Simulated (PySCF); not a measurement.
# Changing the system itself: NH⁻

How does NH⁻ answer to another spin, charge, distance or environment?

The runs use PySCF 2.14.0; each script names its method and basis.

1 further run of the same task is left out (for a known fault of the program).

## Step 1: The system as given

NH⁻: 2 atoms, charge -1, spin multiplicity 2.

Bond lengths: H1–N2 1.075 Å.

## Step 2: The run that the others are compared with

File input.py:

```python
from pyscf import gto, scf, cc

mol = gto.M(
    atom='H 0 0 0; N 0 0 1.075',
    basis='cc-pvdz',
    charge=-1,
    spin=1,
    verbose=3,
)
mf = scf.ROHF(mol)
mf.kernel()
mycc = cc.CCSD(mf, frozen=1)
mycc.kernel()
e = mycc.eeccsd(nroots=4)[0]
print('roots (eV) =', (e*27.211386).round(3))
mf.dip_moment()
print('orbital energies (hartree):', mf.mo_energy[..., max(0, mol.nelec[1]-3):mol.nelec[0]+3].round(4))
```

Run with:

```sh
> OMP_NUM_THREADS=1 python input.py
```

The log of this run is left out.

It gives: E(SCF) = -54.858533 Eh, E(CCSD) − E(SCF) = -0.16007 Eh, excitation roots 0.000, 0.004, 0.012, 2.795 eV.

The bond length is a typed value, not an optimised one. The dipole of an ion depends on the origin.

## Step 3: Electric field 0.01 a.u.

Run 1 changes electric field: none → 0.01 a.u.

File input.py:

```python
from pyscf import gto, scf, cc

mol = gto.M(
    atom='H 0 0 0; N 0 0 1.075',
    basis='cc-pvdz',
    charge=-1,
    spin=1,
    verbose=3,
)
mf = scf.ROHF(mol)
field = 0.01  # electric field along z, atomic units
h = mf.get_hcore() + field*mol.intor('int1e_r')[2]
mf.get_hcore = lambda *args: h
e_nuc = mol.energy_nuc() - field*mol.atom_charges() @ mol.atom_coords()[:, 2]
mf.energy_nuc = lambda *args: e_nuc
mf.kernel()
mycc = cc.CCSD(mf, frozen=1)
mycc.kernel()
e = mycc.eeccsd(nroots=4)[0]
print('roots (eV) =', (e*27.211386).round(3))
mf.dip_moment()
print('orbital energies (hartree):', mf.mo_energy[..., max(0, mol.nelec[1]-3):mol.nelec[0]+3].round(4))
```

Run with:

```sh
> OMP_NUM_THREADS=1 python input.py
```

## Step 4: Bond 1.612 Å

Run 2 changes bond length: 1.075 Å → 1.612 Å.

input.py: that of step 2 with these lines changed.

```diff
@@ -3,3 +3,3 @@
 mol = gto.M(
-    atom='H 0 0 0; N 0 0 1.075',
+    atom='H 0 0 0; N 0 0 1.612',
     basis='cc-pvdz',
```

## Step 5: Electric field 0.005 a.u.

Run 3 changes electric field: none → 0.005 a.u.

input.py: that of step 2 with these lines changed.

```diff
@@ -10,2 +10,7 @@
 mf = scf.ROHF(mol)
+field = 0.005  # electric field along z, atomic units
+h = mf.get_hcore() + field*mol.intor('int1e_r')[2]
+mf.get_hcore = lambda *args: h
+e_nuc = mol.energy_nuc() - field*mol.atom_charges() @ mol.atom_coords()[:, 2]
+mf.energy_nuc = lambda *args: e_nuc
 mf.kernel()
```

## Step 6: Charge -2 (singlet)

Run 4 changes charge: -1 → -2; spin (2S): 1 → 0.

input.py: that of step 2 with these lines changed.

```diff
@@ -5,4 +5,4 @@
     basis='cc-pvdz',
-    charge=-1,
-    spin=1,
+    charge=-2,
+    spin=0,
     verbose=3,
```

Before running it: what results should come out? Wanted: for each run, E(SCF); from base; after the SCF.

**Answer**, as computed:

```tsv
run	E(SCF) (hartree)	from base (eV)	after the SCF
base	-54.858533	0	CCSD correlation -4.356 eV, core frozen, first root 0.01 eV
electric field 0.01 a.u.	-54.837139	not comparable	CCSD correlation -4.365 eV, core frozen, first root 0.01 eV
bond 1.612 Å	-54.801498	+1.5520	CCSD correlation -4.535 eV, core frozen, first root 0.03 eV
electric field 0.005 a.u.	-54.847653	not comparable	CCSD correlation -4.360 eV, core frozen, first root 0.01 eV
charge -2 (singlet)	-54.383149	+12.9358	CCSD correlation -5.019 eV, core frozen, first root 0.75 eV
```

At the SCF level, adding an electron (to the singlet) costs 12.94 eV at fixed geometry; correlation, diffuse functions and relaxation can still bind it.
